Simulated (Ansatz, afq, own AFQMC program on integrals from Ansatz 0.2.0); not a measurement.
**Where AFQMC and coupled cluster stand for Ga⁻, singlet**

A free Ga anion.

Basis aug-cc-pVDZ. Noble-gas cores (and the filled d shells of Ga–Kr and In–Xe) are frozen. AFQMC by an in-house program on the Cholesky factors that Ansatz 0.2.0 writes for its CCSD(T) run. ph-AFQMC/CISD is guided by a CISD state made of CCSD amplitudes; releasing the constraint for a short imaginary time cuts its bias at the price of noise, slowly where states lie close. Error bars are statistical, one sigma. No spin–orbit coupling.

Determinant: RHF, the one that the program's search chose, which needn't be the lowest solution.

Full CI on the same integrals is exact in this basis and with this determinant's frozen core.

Cautions: no relativity below Rb; no spin-orbit coupling; inner d shell frozen; another spin lies lower (by 422 meV); at this level and basis the anion state lies above a neutral one; restricted determinant unstable towards unrestricted (UHF 696 meV lower, ⟨S²⟩ 1.03); the released energies are still falling, so no released level is given (meV from the phaseless value at times in 1/Eh: -1.5 ± 2.1 at 0.24, -2.3 ± 1.7 at 0.51, -4.9 ± 1.7 at 0.99, -7.4 ± 1.5 at 1.62, -8.6 ± 1.4 at 2.40); the ph-AFQMC/CISD walk drifts between its halves (2.7 errors); the determinant fills the p orbitals unequally in pairs, so it mixes two states of the atom (¹D and ¹S), and each level undoes that mixture to a different degree, while full CI gives the lower state; CCSDT(Q) on the UHF determinant differs (428 meV lower), perhaps since the unrestricted series falls towards higher spin.

* T1 diagnostic: 0.0167
* weight of the determinant in the CISD state: 0.826
* size of the correlated space: 4 electrons in 22 orbitals

```tsv
level	correlation energy (eV)
MP2	-1.3326
CCSD	-1.9141
CCSD(T)	-1.9845
```

Question: Estimate where phaseless AFQMC with the Hartree–Fock trial lies against CCSD(T) on the same integrals.

Answer: 65.0 ± 16.0 meV above CCSD(T).

Reference: full CI, correlation energy -2.060 eV. The cautions show a poor starting determinant, so the rows tell how each method copes with it here, and full CI is the sure value.

```json
{"level": "CCSD(T)", "E − E(reference) (meV)": "75.4", "share of correlation (%)": "96.34"}
{"level": "CCSDT", "E − E(reference) (meV)": "35.7", "share of correlation (%)": "98.27"}
{"level": "CCSDT(Q)", "E − E(reference) (meV)": "11.0", "share of correlation (%)": "99.47"}
{"level": "ph-AFQMC/HF", "E − E(reference) (meV)": "140.4 ± 16.0", "share of correlation (%)": "93.18"}
{"level": "ph-AFQMC/CISD", "E − E(reference) (meV)": "77.0 ± 2.3", "share of correlation (%)": "96.26"}
```

CCSDT and higher add their correlation energy to the determinant of the CCSD(T) run, since their own runs factorise the integrals more tightly (a shift of under 2 meV).
